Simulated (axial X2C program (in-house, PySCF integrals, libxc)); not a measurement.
# A two-component session on PNa⁺: properties at the nuclei

Wanted for PNa⁺: properties at the nuclei, at the two-component level.

Method: two-component X2C with atomic mean-field terms, P dyall-v3z, Na dyall-cv3z; program: an in-house X2C program for linear molecules on PySCF integrals.

All values are calculated.

## Step 1: The job

File task.json:

```json
{"zs": [15, 11], "q": 1, "bas": ["dyall-v3z", "dyall-cv3z"], "r0": 2.62, "levels": ["PBE0", "HF", "PBE50", "PBE", "BHandHLYP"], "nst": 3}
```

Keys: zs atomic numbers; q charge; bas basis sets; r0 starting distance in Å; levels methods (HF also brings MP2); nst determinants followed.

The run is started by

```sh
$ python soeom.py task.json out
```

The runs that follow: Expectation values, lowest determinant; Expectation values, a higher determinant; Expectation values, a higher determinant.

Q: Predict the outcome of this session. Wanted: lowest determinant; Eeff magnitude; Ws magnitude P; A∥/gI P; qzz P; higher determinant (for each run or level that gives them).

The runs gave:

| quantity | value |
| --- | --- |
| lowest determinant | Ω = 3/2 (excess of +ω over −ω: ω = 3/2) |
| Eeff magnitude (GV/cm), PBE0 | 0.115 |
| Ws magnitude P (kHz), PBE0 | 0.0285 |
| A∥/gI P (MHz), PBE0 | -66.8 |
| qzz P (a.u.), PBE0 | 0.28 |
| higher determinant | Ω = 1/2 (excess of +ω over −ω: 2 × ω = -1/2, ω = 3/2) |
| Eeff magnitude (GV/cm), PBE0, higher determinant | 0.121 |
| Ws magnitude P (kHz), PBE0, higher determinant | 0.0886 |
| A∥/gI P (MHz), PBE0, higher determinant | -636 |
| qzz P (a.u.), PBE0, higher determinant | 0.34 |
| higher determinant | Ω = 1/2 (excess of +ω over −ω: ω = 1/2) |
| Eeff magnitude (GV/cm), PBE0, higher determinant | 0.00142 |
| Ws magnitude P (kHz), PBE0, higher determinant | 0.0002 |
| A∥/gI P (MHz), PBE0, higher determinant | 949 |
| qzz P (a.u.), PBE0, higher determinant | -4.04 |

**Reading.** In the first state, the effective field runs from 0.11 to 0.134 GV/cm over the mean-field levels. The expectation values come from single determinants, which for open shells can mix terms of unlike spin or miss the lowest Ω, so a determinant need not be a state. Eeff is the effective electric field on the electron dipole moment in this Ω state and Ws the scalar–pseudoscalar constant (defined with the proton number Z and per Ω); A∥ is the parallel hyperfine constant, which follows by multiplying with the nuclear g factor gI = μI/(I μN); qzz is the electric field gradient, eQq0 = 234.96 MHz × Q/barn × qzz. The operators were transformed with the bare-nucleus X2C matrices.
